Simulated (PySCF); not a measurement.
PySCF input:

```python
from pyscf import gto, scf, dft

mol = gto.M(
    atom='''
    C     0.90001168   -0.66433439    0.02335932
    C     2.36193785   -0.21789905    0.03889303
    C    -0.02985148    0.48153405   -0.11870900
    H     0.66048486   -1.21536743    0.93914298
    H     0.74173108   -1.38036463   -0.79710809
    H     3.02621892   -1.07787422    0.13048143
    Cl   -1.72048215    0.22932973    0.03836588
    H     2.62212239    0.30829953   -0.88178346
    H     2.55810446    0.45311887    0.87669814
    H     0.24694646    1.41777863   -0.58091097
    ''',
    basis='def2-tzvpd',
    charge=0,
    spin=1,
    verbose=4,
)

mf = dft.UKS(mol, xc='tpssh').density_fit(auxbasis='def2-universal-jkfit')
mf.grids.level = 3
mf.conv_tol = 1e-9
mf.max_cycle = 100
mf.max_memory = 1500
mf.kernel()
if not mf.converged:
    mf = mf.newton()
    mf.kernel(mf.make_rdm1())
for _ in range(2):
    mo, _, stable, _ = mf.stability(return_status=True)
    if stable:
        break
    mf.kernel(mf.make_rdm1(mo, mf.mo_occ))
mf.analyze()
```

### Question
Predict the final energy.

### Answer
-578.16312 Eh (TPSSh/def2-TZVPD).

It need not be the lowest isomer of its formula.
